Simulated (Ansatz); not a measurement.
This Ansatz (a quantum-chemistry and plane-wave program) input (r2SCAN/aug-cc-pV(T+d)Z) gives -399.00182 Eh with 101 basis functions. A basis named .json is the Basis Set Exchange file of that set (core-valence sets with the plain set on hydrogen).

Ansatz 0.2 input:
```yaml
crystal:
  periodic: [false, false, false]
  atoms:
    - {symbol: S, position_ang: [0.00079836, 0.00101417, 0.10422964]}
    - {symbol: H, position_ang: [-0.00010930, 0.98195700, -0.84351873]}
    - {symbol: H, position_ang: [-0.01266448, -0.99818372, -0.82415549]}
basis:
  gaussian:
    orbitals: aug-cc-pV_T+d_Z.json
    final_grid: {core_spheres: 8, valence_spheres: 7, degree: 23}
hamiltonian:
  xc: {name: r2SCAN}
total_charge: 1
magnetization: {spin_polarized: true, initial_magnetization: 1}
```

Change:
```diff
- final_grid: {core_spheres: 8, valence_spheres: 7, degree: 23}
+ fitting: {mean_field: def2-universal-JFIT.json}
```

What does the run give now?

-399.00200 Eh (r2SCAN/aug-cc-pV(T+d)Z, 101 functions), a change of -0.18 mEh.
